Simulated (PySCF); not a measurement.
## Nitrogen: a sound run and one with changed settings

Sound run: N [He] 2s2 2p3, N⁺ [He] 2s2 2p2. Computed with PySCF 2.14 in cc-pVTZ-DK, with the spin-free X2C one-electron Hamiltonian (Gaussian nucleus). The sound run starts from symmetry-adapted Hartree-Fock orbitals and uses a fine grid where one is needed.

Changed run: 14 angular points. This setting is unsound on purpose.

| species | method | sound run (hartree) | changed run (hartree) | converged |
| --- | --- | --- | --- | --- |
| N | UHF | -54.42989 | -54.42989 | yes |
| N | MN15 | -54.58114 | -54.58114 | yes |
| N | r2SCAN | -54.60869 | -54.60869 | yes |
| N⁺ | UHF | -53.91964 | -53.91964 | yes |
| N⁺ | MN15 | -54.04691 | -54.04499 | yes |
| N⁺ | r2SCAN | -54.06514 | -54.06964 | yes |

Ionisation energy of N:

```tsv
method	sound run (eV)	changed run (eV)
UHF	13.884	13.884
MN15	14.537	14.590
r2SCAN	14.791	14.668
```

A coarse angular grid integrates products of high-l functions wrongly, so density functionals can shift, and the SCF can exploit the error; Hartree-Fock and MP2 need no grid.

For comparison, NIST gives 14.534 eV between the lowest levels.
